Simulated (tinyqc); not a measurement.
Worked calculation (part 1 of 2): ROHF in the sto-3g basis, for LiH+, spin multiplicity 2. Computed by tinyqc, a small Python program that keeps every step (integrals from PySCF). Settings: charge = 1, multiplicity = 2, basis = sto-3g, energy threshold = 1e-09, iteration cap = 84, orthogonalisation = canonical, start = random, DIIS depth = 0, method = ROHF. Command: `OMP_NUM_THREADS=1 python tinyqc.py 31888 31889 out.jsonl` (the two numbers bound the seeds that draw the settings). One thread of a shared host (Intel(R) Xeon(R) Processor @ 2.60GHz), about 0.06 s of CPU time with the checks. Later iterations appear only in the table of the cycle.

## One-electron integrals

Geometry (angstrom):
```
atom        x        y        z
Li    0.00000  0.00000  0.00000
H     0.00000  0.00000  1.89000
```

Basis sto-3g: exponents (1/bohr^2) and contraction coefficients of normalised primitives:
```
element  l (shell)  exponent  coefficient
Li           s (1)  16.11958      0.15433
Li           s (1)   2.93620      0.53533
Li           s (1)   0.79465      0.44463
Li           s (2)   0.63629     -0.09997
Li           s (2)   0.14786      0.39951
Li           s (2)   0.04809      0.70012
Li           p (3)   0.63629      0.15592
Li           p (3)   0.14786      0.60768
Li           p (3)   0.04809      0.39196
H            s (1)   3.42525      0.15433
H            s (1)   0.62391      0.53533
H            s (1)   0.16886      0.44463
```

Overlap, kinetic and nuclear-attraction integrals over the contracted functions; the nuclear repulsion is the sum of Za Zb / Rab.

nuclear repulsion = 0.8399638 hartree

overlap S, order 1Li 1s, 1Li 2s, 1Li 2px, 1Li 2py, 1Li 2pz, 2H 1s:
$$\begin{pmatrix}
1.00000 & 0.24114 & 0.00000 & 0.00000 & 0.00000 & 0.03543 \\
0.24114 & 1.00000 & 0.00000 & 0.00000 & 0.00000 & 0.32427 \\
0.00000 & 0.00000 & 1.00000 & 0.00000 & 0.00000 & 0.00000 \\
0.00000 & 0.00000 & 0.00000 & 1.00000 & 0.00000 & 0.00000 \\
0.00000 & 0.00000 & 0.00000 & 0.00000 & 1.00000 & 0.44913 \\
0.03543 & 0.32427 & 0.00000 & 0.00000 & 0.44913 & 1.00000
\end{pmatrix}$$

kinetic energy T (hartree), order 1Li 1s, 1Li 2s, 1Li 2px, 1Li 2py, 1Li 2pz, 2H 1s:
$$\begin{pmatrix}
3.57679 & -0.02024 & 0.00000 & 0.00000 & 0.00000 & -0.01070 \\
-0.02024 & 0.10216 & 0.00000 & 0.00000 & 0.00000 & 0.02482 \\
0.00000 & 0.00000 & 0.31968 & 0.00000 & 0.00000 & 0.00000 \\
0.00000 & 0.00000 & 0.00000 & 0.31968 & 0.00000 & 0.00000 \\
0.00000 & 0.00000 & 0.00000 & 0.00000 & 0.31968 & 0.08671 \\
-0.01070 & 0.02482 & 0.00000 & 0.00000 & 0.08671 & 0.76003
\end{pmatrix}$$

nuclear attraction V (hartree), order 1Li 1s, 1Li 2s, 1Li 2px, 1Li 2py, 1Li 2pz, 2H 1s:
$$\begin{pmatrix}
-8.26287 & -1.03186 & 0.00000 & 0.00000 & -0.01154 & -0.14838 \\
-1.03186 & -1.46738 & 0.00000 & 0.00000 & -0.10538 & -0.55345 \\
0.00000 & 0.00000 & -1.43008 & 0.00000 & 0.00000 & 0.00000 \\
0.00000 & 0.00000 & 0.00000 & -1.43008 & 0.00000 & 0.00000 \\
-0.01154 & -0.10538 & 0.00000 & 0.00000 & -1.51320 & -0.77539 \\
-0.14838 & -0.55345 & 0.00000 & 0.00000 & -0.77539 & -2.06602
\end{pmatrix}$$

core Hamiltonian H = T + V (hartree), order 1Li 1s, 1Li 2s, 1Li 2px, 1Li 2py, 1Li 2pz, 2H 1s:
$$\begin{pmatrix}
-4.68608 & -1.05210 & 0.00000 & 0.00000 & -0.01154 & -0.15908 \\
-1.05210 & -1.36522 & 0.00000 & 0.00000 & -0.10538 & -0.52863 \\
0.00000 & 0.00000 & -1.11040 & 0.00000 & 0.00000 & 0.00000 \\
0.00000 & 0.00000 & 0.00000 & -1.11040 & 0.00000 & 0.00000 \\
-0.01154 & -0.10538 & 0.00000 & 0.00000 & -1.19352 & -0.68868 \\
-0.15908 & -0.52863 & 0.00000 & 0.00000 & -0.68868 & -1.30599
\end{pmatrix}$$

## Two-electron integrals

Functions are numbered as in S; the eight-fold symmetry (ij|kl) = (ji|kl) = (kl|ij) leaves the list below.

Two-electron integrals (ij|kl) in chemists' order, unique and non-zero (hartree):
```
(11|11) 1.68040   (21|11) 0.26542   (21|21) 0.04994   (22|11) 0.39773
(22|21) 0.09286   (22|22) 0.29056   (31|31) 0.00898   (32|31) 0.01379
(32|32) 0.06418   (33|11) 0.39664   (33|21) 0.09288   (33|22) 0.29050
(33|33) 0.31295   (41|41) 0.00898   (42|41) 0.01379   (42|42) 0.06418
(43|43) 0.01687   (44|11) 0.39664   (44|21) 0.09288   (44|22) 0.29050
(44|33) 0.27921   (44|44) 0.31295   (51|51) 0.00898   (52|51) 0.01379
(52|52) 0.06418   (53|53) 0.01687   (54|54) 0.01687   (55|11) 0.39664
(55|21) 0.09288   (55|22) 0.29050   (55|33) 0.27921   (55|44) 0.27921
(55|55) 0.31295   (61|11) 0.03758   (61|21) 0.00712   (61|22) 0.01354
(61|33) 0.01338   (61|44) 0.01338   (61|51) 0.00087   (61|52) 0.00169
(61|55) 0.01386   (61|61) 0.00111   (62|11) 0.10982   (62|21) 0.02605
(62|22) 0.08902   (62|33) 0.08412   (62|44) 0.08412   (62|51) 0.00415
(62|52) 0.02735   (62|55) 0.09874   (62|61) 0.00447   (62|62) 0.04874
(63|31) 0.00184   (63|32) 0.00917   (63|53) 0.00397   (63|63) 0.00305
(64|41) 0.00184   (64|42) 0.00917   (64|54) 0.00397   (64|64) 0.00305
(65|11) 0.14272   (65|21) 0.03415   (65|22) 0.12059   (65|33) 0.11230
(65|44) 0.11230   (65|51) 0.00640   (65|52) 0.04204   (65|55) 0.13702
(65|61) 0.00604   (65|62) 0.07162   (65|65) 0.10628   (66|11) 0.27970
(66|21) 0.06734   (66|22) 0.25423   (66|33) 0.23203   (66|44) 0.23203
(66|51) 0.01131   (66|52) 0.09500   (66|55) 0.29850   (66|61) 0.01187
(66|62) 0.17799   (66|65) 0.27035   (66|66) 0.77461
```

## Orthogonalisation

S = U s U^T; canonical form X = U s^(-1/2), so that X^T S X = 1. Each column of U has its largest component positive (the first on a tie).

eigenvalues of S: [0.43449, 0.80196, 1.00000, 1.00000, 1.17925, 1.58429]

X, order 1Li 1s, 1Li 2s, 1Li 2px, 1Li 2py, 1Li 2pz, 2H 1s:
$$\begin{pmatrix}
0.23124 & 0.78062 & 0.00000 & 0.00000 & 0.60575 & 0.18695 \\
-0.69513 & -0.61059 & 0.00000 & 0.00000 & 0.47768 & 0.37432 \\
0.00000 & 0.00000 & 0.99965 & -0.02652 & 0.00000 & 0.00000 \\
0.00000 & 0.00000 & 0.02652 & 0.99965 & 0.00000 & 0.00000 \\
-0.82622 & 0.47081 & 0.00000 & 0.00000 & -0.46705 & 0.41160 \\
1.04030 & -0.20759 & 0.00000 & 0.00000 & -0.18640 & 0.53546
\end{pmatrix}$$

Within a degenerate level the vectors are fixed only up to a rotation; this is one choice.

## Starting guess

The start is random orthonormal orbitals; D(s) = C_occ C_occ^T for each spin.

D(alpha) at the start, order 1Li 1s, 1Li 2s, 1Li 2px, 1Li 2py, 1Li 2pz, 2H 1s:
$$\begin{pmatrix}
0.36268 & -0.33730 & 0.23197 & 0.22686 & 0.26758 & -0.03081 \\
-0.33730 & 0.32660 & -0.19159 & -0.28011 & -0.19468 & 0.07260 \\
0.23197 & -0.19159 & 0.19357 & 0.01571 & 0.27256 & 0.06254 \\
0.22686 & -0.28011 & 0.01571 & 0.51233 & -0.12295 & -0.25473 \\
0.26758 & -0.19468 & 0.27256 & -0.12295 & 0.42496 & 0.16181 \\
-0.03081 & 0.07260 & 0.06254 & -0.25473 & 0.16181 & 0.15229
\end{pmatrix}$$

D(beta) at the start, order 1Li 1s, 1Li 2s, 1Li 2px, 1Li 2py, 1Li 2pz, 2H 1s:
$$\begin{pmatrix}
0.28972 & -0.29686 & 0.13398 & 0.32816 & 0.09859 & -0.11801 \\
-0.29686 & 0.30419 & -0.13728 & -0.33625 & -0.10102 & 0.12093 \\
0.13398 & -0.13728 & 0.06196 & 0.15175 & 0.04559 & -0.05457 \\
0.32816 & -0.33625 & 0.15175 & 0.37170 & 0.11167 & -0.13367 \\
0.09859 & -0.10102 & 0.04559 & 0.11167 & 0.03355 & -0.04016 \\
-0.11801 & 0.12093 & -0.05457 & -0.13367 & -0.04016 & 0.04807
\end{pmatrix}$$

## Iteration 1: building the Fock matrix

J_ij = sum D_kl (ij|kl) with D = D(alpha) + D(beta), K_ij = sum D_kl (ik|jl) for each spin; F = H + J - K(s); E = tr D H + tr D J / 2 - 0.5 sum_s tr D(s) K(s) + E_nn.

Coulomb J (hartree), order 1Li 1s, 1Li 2s, 1Li 2px, 1Li 2py, 1Li 2pz, 2H 1s:
$$\begin{pmatrix}
1.76646 & 0.34659 & -0.00247 & -0.00846 & 0.00359 & 0.05051 \\
0.34659 & 0.89991 & -0.03198 & -0.07094 & 0.01148 & 0.29337 \\
-0.00247 & -0.03198 & 0.88140 & 0.00565 & 0.01080 & -0.00211 \\
-0.00846 & -0.07094 & 0.00565 & 0.90261 & -0.00346 & -0.01172 \\
0.00359 & 0.01148 & 0.01080 & -0.00346 & 0.91310 & 0.40244 \\
0.05051 & 0.29337 & -0.00211 & -0.01172 & 0.40244 & 0.89713
\end{pmatrix}$$

exchange K(alpha) (hartree), order 1Li 1s, 1Li 2s, 1Li 2px, 1Li 2py, 1Li 2pz, 2H 1s:
$$\begin{pmatrix}
0.45603 & -0.00792 & 0.07461 & 0.05826 & 0.09015 & 0.01886 \\
-0.00792 & 0.15054 & -0.03738 & -0.09892 & 0.00274 & 0.09728 \\
0.07461 & -0.03738 & 0.09427 & 0.00465 & 0.08797 & 0.03205 \\
0.05826 & -0.09892 & 0.00465 & 0.18865 & -0.06602 & -0.09686 \\
0.09015 & 0.00274 & 0.08797 & -0.06602 & 0.22605 & 0.16455 \\
0.01886 & 0.09728 & 0.03205 & -0.09686 & 0.16455 & 0.26654
\end{pmatrix}$$

exchange K(beta) (hartree), order 1Li 1s, 1Li 2s, 1Li 2px, 1Li 2py, 1Li 2pz, 2H 1s:
$$\begin{pmatrix}
0.34147 & -0.03034 & 0.03887 & 0.09520 & 0.01608 & -0.02918 \\
-0.03034 & 0.09323 & -0.03949 & -0.09673 & -0.01415 & 0.04139 \\
0.03887 & -0.03949 & 0.04178 & 0.04493 & 0.00715 & -0.01830 \\
0.09520 & -0.09673 & 0.04493 & 0.13348 & 0.01752 & -0.04481 \\
0.01608 & -0.01415 & 0.00715 & 0.01752 & 0.03451 & 0.01577 \\
-0.02918 & 0.04139 & -0.01830 & -0.04481 & 0.01577 & 0.05987
\end{pmatrix}$$

F(alpha) (hartree), order 1Li 1s, 1Li 2s, 1Li 2px, 1Li 2py, 1Li 2pz, 2H 1s:
$$\begin{pmatrix}
-3.37565 & -0.69759 & -0.07707 & -0.06672 & -0.09809 & -0.12742 \\
-0.69759 & -0.61585 & 0.00540 & 0.02797 & -0.09663 & -0.33254 \\
-0.07707 & 0.00540 & -0.32327 & 0.00100 & -0.07717 & -0.03416 \\
-0.06672 & 0.02797 & 0.00100 & -0.39644 & 0.06256 & 0.08513 \\
-0.09809 & -0.09663 & -0.07717 & 0.06256 & -0.50647 & -0.45079 \\
-0.12742 & -0.33254 & -0.03416 & 0.08513 & -0.45079 & -0.67539
\end{pmatrix}$$

F(beta) (hartree), order 1Li 1s, 1Li 2s, 1Li 2px, 1Li 2py, 1Li 2pz, 2H 1s:
$$\begin{pmatrix}
-3.26109 & -0.67517 & -0.04134 & -0.10366 & -0.02403 & -0.07938 \\
-0.67517 & -0.55854 & 0.00751 & 0.02579 & -0.07974 & -0.27665 \\
-0.04134 & 0.00751 & -0.27077 & -0.03928 & 0.00364 & 0.01618 \\
-0.10366 & 0.02579 & -0.03928 & -0.34128 & -0.02098 & 0.03309 \\
-0.02403 & -0.07974 & 0.00364 & -0.02098 & -0.31493 & -0.30201 \\
-0.07938 & -0.27665 & 0.01618 & 0.03309 & -0.30201 & -0.46873
\end{pmatrix}$$

total energy of this density = -3.1031617 hartree

## Iteration 1: Roothaan effective Fock matrix

With projectors Pc = D(beta) S, Po = (D(alpha) - D(beta)) S, Pv = 1 - D(alpha) S, the block xy is Px^T F Py; with Fc = (F(alpha) + F(beta))/2, the blocks are Fc for cc, oo, vv and cv, F(beta) for co and F(alpha) for ov.

effective F (hartree), order 1Li 1s, 1Li 2s, 1Li 2px, 1Li 2py, 1Li 2pz, 2H 1s:
$$\begin{pmatrix}
-3.32591 & -0.68999 & -0.06329 & -0.07970 & -0.07182 & -0.11450 \\
-0.68999 & -0.58773 & 0.00169 & 0.03191 & -0.09848 & -0.31240 \\
-0.06329 & 0.00169 & -0.29263 & -0.02180 & -0.03052 & -0.00916 \\
-0.07970 & 0.03191 & -0.02180 & -0.36805 & 0.01833 & 0.06221 \\
-0.07182 & -0.09848 & -0.03052 & 0.01833 & -0.40399 & -0.38157 \\
-0.11450 & -0.31240 & -0.00916 & 0.06221 & -0.38157 & -0.58324
\end{pmatrix}$$

## Iteration 1: diagonalisation and new density

Diagonalise F' = X^T F X, C = X C', fill 2 alpha and 1 beta electrons from the bottom; D(s) = C_occ C_occ^T. Each column has its largest component positive (the first on a tie).

F' = X^T F X (hartree):
$$\begin{pmatrix}
-0.18001 & -0.26029 & 0.00011 & 0.00897 & -0.18490 & -0.12191 \\
-0.26029 & -1.66640 & -0.06516 & -0.08429 & -1.35864 & -0.48994 \\
0.00011 & -0.06516 & -0.29384 & -0.02377 & -0.02297 & -0.02765 \\
0.00897 & -0.08429 & -0.02377 & -0.36685 & -0.05260 & 0.03865 \\
-0.18490 & -1.35864 & -0.02297 & -0.05260 & -1.76256 & -0.54426 \\
-0.12191 & -0.48994 & -0.02765 & 0.03865 & -0.54426 & -0.88857
\end{pmatrix}$$

orbital energies (hartree): MO1 -3.33580, MO2 -0.68311, MO3 -0.39150, MO4 -0.34431, MO5 -0.27931, MO6 -0.12420

coefficients C, order 1Li 1s, 1Li 2s, 1Li 2px, 1Li 2py, 1Li 2pz, 2H 1s:
$$\begin{pmatrix}
1.00832 & -0.10336 & -0.08949 & -0.13990 & -0.05364 & -0.08292 \\
-0.04155 & 0.40244 & 0.63751 & 0.61255 & 0.23323 & 0.47394 \\
0.02142 & 0.00785 & -0.33685 & 0.05314 & 0.93627 & -0.08111 \\
0.02753 & -0.20709 & -0.49880 & 0.80513 & -0.23079 & -0.07781 \\
0.02325 & 0.29726 & -0.44157 & -0.12156 & -0.06886 & 0.99420 \\
0.00029 & 0.62503 & -0.24158 & -0.13171 & -0.16920 & -0.97559
\end{pmatrix}$$

D(alpha) after iteration 1, order 1Li 1s, 1Li 2s, 1Li 2px, 1Li 2py, 1Li 2pz, 2H 1s:
$$\begin{pmatrix}
1.02739 & -0.08349 & 0.02079 & 0.04917 & -0.00729 & -0.06432 \\
-0.08349 & 0.16368 & 0.00227 & -0.08448 & 0.11866 & 0.25152 \\
0.02079 & 0.00227 & 0.00052 & -0.00104 & 0.00283 & 0.00491 \\
0.04917 & -0.08448 & -0.00104 & 0.04364 & -0.06092 & -0.12943 \\
-0.00729 & 0.11866 & 0.00283 & -0.06092 & 0.08890 & 0.18580 \\
-0.06432 & 0.25152 & 0.00491 & -0.12943 & 0.18580 & 0.39067
\end{pmatrix}$$

D(beta) after iteration 1, order 1Li 1s, 1Li 2s, 1Li 2px, 1Li 2py, 1Li 2pz, 2H 1s:
$$\begin{pmatrix}
1.01670 & -0.04190 & 0.02160 & 0.02776 & 0.02344 & 0.00029 \\
-0.04190 & 0.00173 & -0.00089 & -0.00114 & -0.00097 & -0.00001 \\
0.02160 & -0.00089 & 0.00046 & 0.00059 & 0.00050 & 0.00001 \\
0.02776 & -0.00114 & 0.00059 & 0.00076 & 0.00064 & 0.00001 \\
0.02344 & -0.00097 & 0.00050 & 0.00064 & 0.00054 & 0.00001 \\
0.00029 & -0.00001 & 0.00001 & 0.00001 & 0.00001 & 0.00000
\end{pmatrix}$$

## Iteration 2: building the Fock matrix

As before.

Coulomb J (hartree), order 1Li 1s, 1Li 2s, 1Li 2px, 1Li 2py, 1Li 2pz, 2H 1s:
$$\begin{pmatrix}
3.70032 & 0.60909 & 0.00082 & -0.00146 & 0.01231 & 0.08853 \\
0.60909 & 1.06411 & 0.00144 & -0.01125 & 0.08183 & 0.37199 \\
0.00082 & 0.00144 & 1.04618 & -0.00002 & 0.00015 & 0.00024 \\
-0.00146 & -0.01125 & -0.00002 & 1.04765 & -0.00306 & -0.00256 \\
0.01231 & 0.08183 & 0.00015 & -0.00306 & 1.09162 & 0.51095 \\
0.08853 & 0.37199 & 0.00024 & -0.00256 & 0.51095 & 1.14794
\end{pmatrix}$$

exchange K(alpha) (hartree), order 1Li 1s, 1Li 2s, 1Li 2px, 1Li 2py, 1Li 2pz, 2H 1s:
$$\begin{pmatrix}
1.69097 & 0.25761 & 0.00875 & 0.00896 & 0.01561 & 0.04512 \\
0.25761 & 0.16254 & 0.00348 & -0.03679 & 0.13019 & 0.21209 \\
0.00875 & 0.00348 & 0.02687 & -0.00031 & 0.00141 & 0.00201 \\
0.00896 & -0.03679 & -0.00031 & 0.03964 & -0.03308 & -0.04464 \\
0.01561 & 0.13019 & 0.00141 & -0.03308 & 0.15876 & 0.25542 \\
0.04512 & 0.21209 & 0.00201 & -0.04464 & 0.25542 & 0.52596
\end{pmatrix}$$

exchange K(beta) (hartree), order 1Li 1s, 1Li 2s, 1Li 2px, 1Li 2py, 1Li 2pz, 2H 1s:
$$\begin{pmatrix}
1.68635 & 0.25132 & 0.00867 & 0.01114 & 0.00945 & 0.03677 \\
0.25132 & 0.04362 & 0.00199 & 0.00256 & 0.00217 & 0.00648 \\
0.00867 & 0.00199 & 0.00825 & 0.00017 & 0.00015 & 0.00031 \\
0.01114 & 0.00256 & 0.00017 & 0.00834 & 0.00019 & 0.00039 \\
0.00945 & 0.00217 & 0.00015 & 0.00019 & 0.00828 & 0.00111 \\
0.03677 & 0.00648 & 0.00031 & 0.00039 & 0.00111 & 0.00106
\end{pmatrix}$$

F(alpha) (hartree), order 1Li 1s, 1Li 2s, 1Li 2px, 1Li 2py, 1Li 2pz, 2H 1s:
$$\begin{pmatrix}
-2.67673 & -0.70062 & -0.00793 & -0.01042 & -0.01484 & -0.11567 \\
-0.70062 & -0.46365 & -0.00204 & 0.02555 & -0.15374 & -0.36873 \\
-0.00793 & -0.00204 & -0.09109 & 0.00029 & -0.00126 & -0.00177 \\
-0.01042 & 0.02555 & 0.00029 & -0.10240 & 0.03002 & 0.04209 \\
-0.01484 & -0.15374 & -0.00126 & 0.03002 & -0.26066 & -0.43315 \\
-0.11567 & -0.36873 & -0.00177 & 0.04209 & -0.43315 & -0.68400
\end{pmatrix}$$

F(beta) (hartree), order 1Li 1s, 1Li 2s, 1Li 2px, 1Li 2py, 1Li 2pz, 2H 1s:
$$\begin{pmatrix}
-2.67211 & -0.69432 & -0.00785 & -0.01260 & -0.00868 & -0.10731 \\
-0.69432 & -0.34473 & -0.00055 & -0.01380 & -0.02571 & -0.16312 \\
-0.00785 & -0.00055 & -0.07247 & -0.00019 & 0.00000 & -0.00007 \\
-0.01260 & -0.01380 & -0.00019 & -0.07110 & -0.00325 & -0.00295 \\
-0.00868 & -0.02571 & 0.00000 & -0.00325 & -0.11018 & -0.17885 \\
-0.10731 & -0.16312 & -0.00007 & -0.00295 & -0.17885 & -0.15910
\end{pmatrix}$$

total energy of this density = -7.5537450 hartree

## Iteration 2: Roothaan effective Fock matrix

As before.

effective F (hartree), order 1Li 1s, 1Li 2s, 1Li 2px, 1Li 2py, 1Li 2pz, 2H 1s:
$$\begin{pmatrix}
-2.67429 & -0.69459 & -0.00784 & -0.01268 & -0.00922 & -0.10835 \\
-0.69459 & -0.36756 & -0.00054 & -0.01245 & -0.06546 & -0.25614 \\
-0.00784 & -0.00054 & -0.08177 & -0.00029 & -0.00004 & -0.00038 \\
-0.01268 & -0.01245 & -0.00029 & -0.07833 & -0.00050 & 0.00808 \\
-0.00922 & -0.06546 & -0.00004 & -0.00050 & -0.17344 & -0.31492 \\
-0.10835 & -0.25614 & -0.00038 & 0.00808 & -0.31492 & -0.47701
\end{pmatrix}$$

## Iteration 2: diagonalisation and new density

As before.

F' = X^T F X (hartree):
$$\begin{pmatrix}
0.05608 & -0.16525 & -0.00142 & 0.01457 & -0.12061 & -0.19145 \\
-0.16525 & -1.10091 & -0.00584 & -0.00405 & -1.14969 & -0.39930 \\
-0.00142 & -0.00584 & -0.08178 & -0.00020 & -0.00531 & -0.00197 \\
0.01457 & -0.00405 & -0.00020 & -0.07832 & -0.01476 & -0.00286 \\
-0.12061 & -1.14969 & -0.00531 & -0.01476 & -1.47186 & -0.48615 \\
-0.19145 & -0.39930 & -0.00197 & -0.00286 & -0.48615 & -0.69311
\end{pmatrix}$$

orbital energies (hartree): MO1 -2.67549, MO2 -0.51584, MO3 -0.13364, MO4 -0.08176, MO5 -0.07751, MO6 0.11433

coefficients C, order 1Li 1s, 1Li 2s, 1Li 2px, 1Li 2py, 1Li 2pz, 2H 1s:
$$\begin{pmatrix}
0.99453 & -0.09227 & -0.22869 & -0.00587 & 0.02567 & -0.11887 \\
0.02200 & 0.22080 & 0.90466 & 0.00938 & -0.11349 & 0.58627 \\
0.00301 & -0.00068 & -0.02569 & 0.99480 & -0.09841 & 0.00482 \\
0.00497 & -0.01073 & 0.16950 & 0.10141 & 0.97772 & -0.07006 \\
0.00495 & 0.23202 & -0.44907 & -0.00123 & 0.15262 & 1.00649 \\
-0.00199 & 0.79099 & -0.15427 & -0.00192 & -0.02831 & -0.89248
\end{pmatrix}$$

D(alpha) after iteration 2, order 1Li 1s, 1Li 2s, 1Li 2px, 1Li 2py, 1Li 2pz, 2H 1s:
$$\begin{pmatrix}
0.99760 & 0.00150 & 0.00306 & 0.00593 & -0.01649 & -0.07496 \\
0.00150 & 0.04924 & -0.00008 & -0.00226 & 0.05134 & 0.17461 \\
0.00306 & -0.00008 & 0.00001 & 0.00002 & -0.00014 & -0.00054 \\
0.00593 & -0.00226 & 0.00002 & 0.00014 & -0.00246 & -0.00850 \\
-0.01649 & 0.05134 & -0.00014 & -0.00246 & 0.05386 & 0.18351 \\
-0.07496 & 0.17461 & -0.00054 & -0.00850 & 0.18351 & 0.62566
\end{pmatrix}$$

D(beta) after iteration 2, order 1Li 1s, 1Li 2s, 1Li 2px, 1Li 2py, 1Li 2pz, 2H 1s:
$$\begin{pmatrix}
0.98908 & 0.02187 & 0.00300 & 0.00494 & 0.00492 & -0.00198 \\
0.02187 & 0.00048 & 0.00007 & 0.00011 & 0.00011 & -0.00004 \\
0.00300 & 0.00007 & 0.00001 & 0.00001 & 0.00001 & -0.00001 \\
0.00494 & 0.00011 & 0.00001 & 0.00002 & 0.00002 & -0.00001 \\
0.00492 & 0.00011 & 0.00001 & 0.00002 & 0.00002 & -0.00001 \\
-0.00198 & -0.00004 & -0.00001 & -0.00001 & -0.00001 & 0.00000
\end{pmatrix}$$

## Iteration 3: building the Fock matrix

As before.

Coulomb J (hartree), order 1Li 1s, 1Li 2s, 1Li 2px, 1Li 2py, 1Li 2pz, 2H 1s:
$$\begin{pmatrix}
3.65197 & 0.60195 & 0.00011 & 0.00010 & 0.01195 & 0.08760 \\
0.60195 & 1.05697 & 0.00015 & -0.00013 & 0.09044 & 0.38585 \\
0.00011 & 0.00015 & 1.03557 & 0.00000 & -0.00001 & 0.00002 \\
0.00010 & -0.00013 & 0.00000 & 1.03558 & -0.00015 & -0.00007 \\
0.01195 & 0.09044 & -0.00001 & -0.00015 & 1.09309 & 0.53495 \\
0.08760 & 0.38585 & 0.00002 & -0.00007 & 0.53495 & 1.24128
\end{pmatrix}$$

exchange K(alpha) (hartree), order 1Li 1s, 1Li 2s, 1Li 2px, 1Li 2py, 1Li 2pz, 2H 1s:
$$\begin{pmatrix}
1.67796 & 0.27279 & 0.00122 & 0.00203 & 0.00178 & 0.04099 \\
0.27279 & 0.13559 & 0.00025 & -0.00096 & 0.11006 & 0.21027 \\
0.00122 & 0.00025 & 0.01937 & 0.00001 & -0.00011 & -0.00011 \\
0.00203 & -0.00096 & 0.00001 & 0.01941 & -0.00172 & -0.00240 \\
0.00178 & 0.11006 & -0.00011 & -0.00172 & 0.15953 & 0.28772 \\
0.04099 & 0.21027 & -0.00011 & -0.00240 & 0.28772 & 0.66065
\end{pmatrix}$$

exchange K(beta) (hartree), order 1Li 1s, 1Li 2s, 1Li 2px, 1Li 2py, 1Li 2pz, 2H 1s:
$$\begin{pmatrix}
1.67354 & 0.27213 & 0.00122 & 0.00202 & 0.00172 & 0.03989 \\
0.27213 & 0.05349 & 0.00034 & 0.00056 & 0.00048 & 0.00799 \\
0.00122 & 0.00034 & 0.00951 & 0.00000 & 0.00000 & 0.00005 \\
0.00202 & 0.00056 & 0.00000 & 0.00952 & 0.00001 & 0.00009 \\
0.00172 & 0.00048 & 0.00000 & 0.00001 & 0.00949 & 0.00107 \\
0.03989 & 0.00799 & 0.00005 & 0.00009 & 0.00107 & 0.00133
\end{pmatrix}$$

F(alpha) (hartree), order 1Li 1s, 1Li 2s, 1Li 2px, 1Li 2py, 1Li 2pz, 2H 1s:
$$\begin{pmatrix}
-2.71208 & -0.72294 & -0.00112 & -0.00193 & -0.00137 & -0.11247 \\
-0.72294 & -0.44384 & -0.00009 & 0.00083 & -0.12499 & -0.35304 \\
-0.00112 & -0.00009 & -0.09419 & -0.00001 & 0.00010 & 0.00012 \\
-0.00193 & 0.00083 & -0.00001 & -0.09423 & 0.00157 & 0.00233 \\
-0.00137 & -0.12499 & 0.00010 & 0.00157 & -0.25996 & -0.44145 \\
-0.11247 & -0.35304 & 0.00012 & 0.00233 & -0.44145 & -0.72536
\end{pmatrix}$$

F(beta) (hartree), order 1Li 1s, 1Li 2s, 1Li 2px, 1Li 2py, 1Li 2pz, 2H 1s:
$$\begin{pmatrix}
-2.70765 & -0.72228 & -0.00112 & -0.00191 & -0.00131 & -0.11137 \\
-0.72228 & -0.36174 & -0.00019 & -0.00070 & -0.01542 & -0.15076 \\
-0.00112 & -0.00019 & -0.08434 & 0.00000 & -0.00001 & -0.00003 \\
-0.00191 & -0.00070 & 0.00000 & -0.08434 & -0.00016 & -0.00016 \\
-0.00131 & -0.01542 & -0.00001 & -0.00016 & -0.10993 & -0.15480 \\
-0.11137 & -0.15076 & -0.00003 & -0.00016 & -0.15480 & -0.06604
\end{pmatrix}$$

total energy of this density = -7.6200539 hartree
